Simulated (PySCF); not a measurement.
**Highest orbital energy against ionisation energy along the second row**

Calculated with PySCF 2.14, no spin-orbit coupling. Each cell gives −ε(HOMO) / ΔSCF in eV; NIST values include spin-orbit coupling, (s) semi-empirical, (t) theoretical.

```json
{"species": "Li (aug-cc-pVDZ, non-relativistic)", "UHF": "5.342 / 5.342", "LDA": "3.172 / 5.450", "PBE": "3.243 / 5.576", "PBE0": "3.839 / 5.563", "r2SCAN": "3.280 / 5.384", "NIST (lowest levels)": "5.392"}
{"species": "Be (aug-cc-pVDZ, non-relativistic)", "UHF": "8.419 / 8.075", "LDA": "5.618 / 9.054", "PBE": "5.640 / 9.040", "PBE0": "6.514 / 9.012", "r2SCAN": "5.767 / 8.828", "NIST (lowest levels)": "9.323"}
{"species": "B (aug-cc-pVDZ, non-relativistic)", "UHF": "8.635 / 8.043", "LDA": "4.097 / 8.651", "PBE": "4.168 / 8.693", "PBE0": "5.370 / 8.663", "r2SCAN": "4.579 / 8.771", "NIST (lowest levels)": "8.298"}
{"species": "C (aug-cc-pVDZ, non-relativistic)", "UHF": "11.924 / 10.817", "LDA": "6.109 / 11.700", "PBE": "6.093 / 11.565", "PBE0": "7.649 / 11.538", "r2SCAN": "6.575 / 11.694", "NIST (lowest levels)": "11.260"}
{"species": "N (aug-cc-pVDZ, non-relativistic)", "UHF": "15.525 / 13.930", "LDA": "8.381 / 15.019", "PBE": "8.295 / 14.757", "PBE0": "10.214 / 14.733", "r2SCAN": "8.903 / 14.849", "NIST (lowest levels)": "14.534"}
{"species": "O (aug-cc-pVDZ, non-relativistic)", "UHF": "14.150 / 12.057", "LDA": "7.383 / 13.997", "PBE": "7.533 / 14.049", "PBE0": "9.427 / 13.852", "r2SCAN": "7.864 / 13.720", "NIST (lowest levels)": "13.618"}
{"species": "F (aug-cc-pVDZ, non-relativistic)", "UHF": "18.514 / 15.767", "LDA": "10.333 / 17.996", "PBE": "10.282 / 17.697", "PBE0": "12.558 / 17.510", "r2SCAN": "10.790 / 17.623", "NIST (lowest levels)": "17.423"}
{"species": "Ne (aug-cc-pVDZ, non-relativistic)", "UHF": "23.212 / 19.850", "LDA": "13.557 / 22.269", "PBE": "13.364 / 21.749", "PBE0": "16.033 / 21.570", "r2SCAN": "14.039 / 21.629", "NIST (lowest levels)": "21.565"}
```

How far is −ε(HOMO) from ΔSCF on average for each method, and why?

UHF 1.48 eV; LDA -5.69 eV; PBE -5.56 eV; PBE0 -3.85 eV; r2SCAN -5.09 eV. Hartree-Fock orbital energies lack relaxation and so exceed the ΔSCF value; semilocal functionals have convex E(N) from self-interaction, so their HOMO lies far too high; exact exchange moves hybrids part of the way back.
